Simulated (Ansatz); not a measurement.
C₂H₅FN₂, SMILES `C/N=C(/N)F`, relaxed with RKS PBE0-D4/def2-TZVP in Ansatz from a PBE-D4/def2-SVP geometry. The force threshold is 0.005 eV/Å; the program also tests the step.

Charge 0, multiplicity 1.

Start:

```xyz
10

C     0.778   -0.898   -1.165
N     0.703    0.053   -0.076
C    -0.405    0.299    0.479
N    -0.594    1.088    1.588
F    -1.601   -0.243    0.080
H     0.432   -1.915   -0.872
H     1.828   -0.989   -1.509
H     0.164   -0.594   -2.043
H    -1.511    1.525    1.689
H     0.206    1.674    1.828
```

| step | energy (eV) | largest force (eV/Å) | largest move (Å) |
| --- | --- | --- | --- |
| 1 | -7846.9504 | 0.929 | 0.000 |
| 2 | -7847.0010 | 0.324 | 0.032 |
| 3 | -7847.0053 | 0.049 | 0.011 |
| 4 | -7847.0054 | 0.027 | 0.003 |
| 5 | -7847.0054 | 0.019 | 0.004 |
| 6 | -7847.0055 | 0.006 | 0.001 |
| 7 | -7847.0055 | 0.005 | 0.002 |
| 8 | -7847.0055 | 0.004 | 0.001 |

End:

```xyz
10

C     0.765   -0.894   -1.158
N     0.706    0.052   -0.068
C    -0.389    0.294    0.476
N    -0.589    1.078    1.572
F    -1.564   -0.244    0.076
H     0.419   -1.890   -0.860
H     1.798   -0.981   -1.494
H     0.157   -0.577   -2.013
H    -1.497    1.501    1.659
H     0.194    1.662    1.810
```

Run time 14 s (4 threads of an Intel Xeon Platinum 8488C on a shared host); peak host memory 0.41 GiB.
